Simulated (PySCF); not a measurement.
HO, SMILES [OH] (connectivity only; charge and spin as stated), charge -1, multiplicity 1.

Geometry: r2SCAN-D4/def2-TZVPD. The spin state was assumed, not searched.

Computed with PBE0/def2-TZVPD (PySCF).

Gas-phase values at a fixed geometry. A positive occupied level means that this level leaves the electron formally unbound; only the finite basis holds it.

Computed frontier levels, gap, dipole moment and polarisability:
The highest occupied level is 0.79 eV, the lowest empty level is 5.82 eV and the orbital gap is 5.03 eV. The dipole moment about the centre of nuclear charge comes out as 0.284 e·Å and the mean static polarisability is 23.2 bohr³ (3.44 Å³). The polarisability, principal values is 20.1, 24.8, 24.8 bohr³.
